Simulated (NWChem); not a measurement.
Everything below was run with NWChem. System: C$_{2}$H$_{7}$N, charge 0, spin multiplicity 3, at the geometry of a parent with another charge or spin, in a state set for the comparison that need not be this species' ground state. Its SCF solution wasn't tested for a lower state. Level: UMP2/def2-SVP, 3 core orbitals frozen.

The NWChem input:

```
start mol
memory heap 200 mb stack 900 mb global 1100 mb
geometry units angstroms nocenter noautoz
  C      0.018377     0.216735    -1.207262
  N     -0.140010    -0.551445     0.000000
  C      0.018377     0.216735     1.207262
  H      0.986118     0.762439    -1.288612
  H     -0.781513     0.973295    -1.278620
  H     -0.075380    -0.436074    -2.088621
  H      0.501100    -1.340025     0.000000
  H      0.986118     0.762439     1.288612
  H     -0.075380    -0.436074     2.088621
  H     -0.781513     0.973295     1.278620
  symmetry group Cs
end
basis spherical
  * library def2-svp
end
scf
  uhf
  nopen 2
  maxiter 100
  thresh 1e-7
  semidirect memsize 60000000 filesize 0
  # guess.movecs holds the orbitals of an unrestricted PBE0 run
  vectors input guess.movecs output mol.movecs
end
mp2
  freeze core 3
end
task mp2 energy
```

Output (cleaned and shortened):

```
             Northwest Computational Chemistry Package (NWChem) 7.3.0
             --------------------------------------------------------

                                NWChem Input Module
                                -------------------

 Scaling coordinates for geometry "geometry" by  1.889725989
 (inverse scale =  0.529177249)

 Turning off AUTOSYM since
 SYMMETRY directive was detected!

                             Geometry "geometry" -> ""
                             -------------------------

 Output coordinates in angstroms (scale by  1.889725989 to convert to a.u.)

  No.       Tag          Charge          X              Y              Z
 ---- ---------------- ---------- -------------- -------------- --------------
    1 C                    6.0000     0.01837700     0.21673500    -1.20726200
    2 N                    7.0000    -0.14001000    -0.55144500     0.00000000
    3 C                    6.0000     0.01837700     0.21673500     1.20726200
    4 H                    1.0000     0.98611800     0.76243900    -1.28861200
    5 H                    1.0000    -0.78151300     0.97329500    -1.27862000
    6 H                    1.0000    -0.07538000    -0.43607400    -2.08862100
    7 H                    1.0000     0.50110000    -1.34002500     0.00000000
    8 H                    1.0000     0.98611800     0.76243900     1.28861200
    9 H                    1.0000    -0.07538000    -0.43607400     2.08862100
   10 H                    1.0000    -0.78151300     0.97329500     1.27862000

 Effective nuclear repulsion energy (a.u.)      84.2929050501

            Nuclear Dipole moment (a.u.)
            ----------------------------
        X                 Y               Z
 ---------------- ---------------- ----------------
     0.0000075589    -0.0000000000     0.0000000000

      Symmetry information
      --------------------

 Group name             Cs
 Group number              2
 Group order               2
 No. of unique centers     6

      Symmetry unique atoms

     1    2    4    5    6    7


 Summary of "ao basis" -> "" (spherical)
 ------------------------------------------------------------------------------
       Tag                 Description            Shells   Functions and Types
 ---------------- ------------------------------  ------  ---------------------
 *                          def2-svp                  on all atoms

 Summary of "ao basis" -> "ao basis" (spherical)
 ------------------------------------------------------------------------------
       Tag                 Description            Shells   Functions and Types
 ---------------- ------------------------------  ------  ---------------------
 C                          def2-svp                 6       14   3s2p1d
 N                          def2-svp                 6       14   3s2p1d
 H                          def2-svp                 3        5   2s1p

                                 NWChem SCF Module
                                 -----------------

  ao basis        = "ao basis"
  functions       =    77
  atoms           =    10
  alpha electrons =    14
  beta  electrons =    12
  charge          =   0.00
  wavefunction    = UHF
  use symmetry    = T
  symmetry adapt  = T

 Summary of "ao basis" -> "ao basis" (spherical)
 ------------------------------------------------------------------------------
       Tag                 Description            Shells   Functions and Types
 ---------------- ------------------------------  ------  ---------------------
[...]
 -----------   ------   -------------------------------------------------------
    1 C    6     3.02   0.99  0.44  0.10  1.03  0.43  0.02
    2 N    7     2.97   0.99  0.46  0.23  0.81  0.45  0.02
    3 C    6     3.02   0.99  0.44  0.10  1.03  0.43  0.02
    4 H    1     0.41   0.34  0.06  0.01
    5 H    1     0.47   0.37  0.09  0.01
    6 H    1     0.45   0.37  0.07  0.01
    7 H    1     0.34   0.32  0.00  0.02
    8 H    1     0.41   0.34  0.06  0.01
    9 H    1     0.45   0.37  0.07  0.01
   10 H    1     0.47   0.37  0.09  0.01

   Mulliken analysis of the spin density
   -------------------------------------

    Atom       Charge   Shell Charges
 -----------   ------   -------------------------------------------------------
    1 C    6    -0.13  -0.00 -0.01 -0.07 -0.04 -0.01  0.01
    2 N    7     0.89   0.00  0.12 -0.15  0.69  0.23 -0.00
    3 C    6    -0.13  -0.00 -0.01 -0.07 -0.04 -0.01  0.01
    4 H    1     0.11   0.05  0.07 -0.00
    5 H    1     0.02   0.01  0.01  0.00
    6 H    1     0.07   0.00  0.06 -0.00
    7 H    1     0.95   0.01  0.94 -0.00
    8 H    1     0.11   0.05  0.07 -0.00
    9 H    1     0.07   0.00  0.06 -0.00
   10 H    1     0.02   0.01  0.01  0.00

       Multipole analysis of the density wrt the origin
       ------------------------------------------------

     L   x y z        total         alpha         beta         nuclear
     -   - - -        -----         -----         ----         -------
     0   0 0 0     -0.000000    -14.000000    -12.000000     26.000000

     1   1 0 0     -0.767854     -0.845791      0.077929      0.000008
     1   0 1 0      1.696731      2.629626     -0.932894     -0.000000
     1   0 0 1     -0.000000     -0.000000     -0.000000      0.000000

     2   2 0 0    -17.698215    -18.446692    -12.000653     12.749129
     2   1 1 0      2.918433      2.699611      0.344058     -0.125236
     2   1 0 1      0.000000      0.000000      0.000000      0.000000
     2   0 2 0    -21.959080    -31.652375    -18.609357     28.302651
     2   0 1 1      0.000000      0.000000      0.000000      0.000000
     2   0 0 2    -14.588977    -68.350709    -63.387868    117.149600

                   NWChem MP2 Semi-direct Energy/Gradient Module
                   ---------------------------------------------

  Basis functions       =     77
  Molecular orbitals    =     77
  Frozen core           =      3
  Frozen virtuals       =      0
  Active alpha occupied =     11
  Active beta occupied  =      9
  Active alpha virtual  =     63
  Active beta virtual   =     65
  Use MO symmetry       = T
  Use skeleton AO sym   = T

  AO/Fock/Back tols     =   1.0D-09  1.0D-09  1.0D-09

 GA uses MA = F    GA memory limited = T

 Available:
  local mem=  1.26D+08
 global mem=  1.44D+08
 local disk=  0.00D+00
  mp2_memr nvloc                    63
  nvloc new                    63
   1 passes of  11:        3145728                      29766                   7069392.
   1 passes of  11: M    126153667           G      144167342           F     123007939.

 Semi-direct pass number   1 of   1  for UHF alpha       at        1.5s
  vrange nnbf                  2996
  mp2_eaftype                    26  avail_ma_in_mb                  1099
 EAF : mp2_eaftype filesize          26    3534696.
  mp2_eaf for mointskh                     26
Node 0 wrote     16.6 Mb in      0.0 s     Agg I/O rate:  3959.4 Mb/s
 Done moints_semi at        2.2s
  mp2_eaftype                    26  avail_ma_in_mb                  1073
 EAF : mp2_eaftype filesize          26    3534696.
  mp2_eaf for kh                    26
 Done maket at        2.2s
 Done multipass loop at        2.2s

 GA uses MA = F    GA memory limited = T

 Available:
  local mem=  1.26D+08
 global mem=  1.44D+08
 local disk=  0.00D+00
  mp2_memr nvloc                    65
  nvloc new                    65
   1 passes of   9:        3145728                      27012                   5969261.
   1 passes of   9: M    126153667           G      144167342           F     123007939.

 Semi-direct pass number   1 of   1  for UHF beta        at        2.3s
  vrange nnbf                  2996
  mp2_eaftype                    22  avail_ma_in_mb                  1099
 EAF : mp2_eaftype filesize          22    2984630.
  mp2_eaf for mointskh                     22
Node 0 wrote     14.0 Mb in      0.0 s     Agg I/O rate:  3751.6 Mb/s
 Done moints_semi at        2.9s
  mp2_eaftype                    22  avail_ma_in_mb                  1077
 EAF : mp2_eaftype filesize          22    2984630.
  mp2_eaf for kh                    22
 Done maket at        3.0s
 Done multipass loop at        3.0s

          -------------------------------------------
          SCF energy                -133.921957712665
          Correlation energy          -0.440093075495
          Singlet pairs                0.000000000000
          Triplet pairs                0.000000000000
          Total MP2 energy          -134.362050788160
          -------------------------------------------

          ---------------------------------------------------
                    Spin Component Scaled (SCS) MP2
          Same spin pairs                     -0.100715794005
          Same spin scaling factor             0.333333333333
          Opposite spin pairs                 -0.339377281490
          Opposite spin scaling fact.          1.200000000000
          SCS-MP2 correlation energy          -0.440824669123
          Total SCS-MP2 energy              -134.362782381788
          ---------------------------------------------------

 -----------------------
 Performance information
 -----------------------

 Timer overhead =  1.54D-07 seconds/call

               Nr. of calls         CPU time (s)                 Wall time (s)                GFlops
             ---------------    -------------------     ------------------------------   -------------------
Name         Min   Avg   Max    Min     Avg     Max     Min     Avg     Max   Mx/calls   Min     Max     Sum
mp2: moin     2     2     2    1.4     1.4     1.4      1.4     1.4     1.4    0.69      0.0     0.0     0.0
mp2: make     2     2     2   0.13    0.13    0.13     0.13    0.13    0.13    6.39E-2   0.0     0.0     0.0
mp2: tota     1     1     1    1.5     1.5     1.5      1.5     1.5     1.5     1.5      0.0     0.0     0.0

 The average no. of pstat calls per process was 5.00D+00
 with a timing overhead of 7.71D-07s

 Task  times  cpu:        3.0s     wall:        3.0s

 Total times  cpu:        3.0s     wall:        3.0s
```
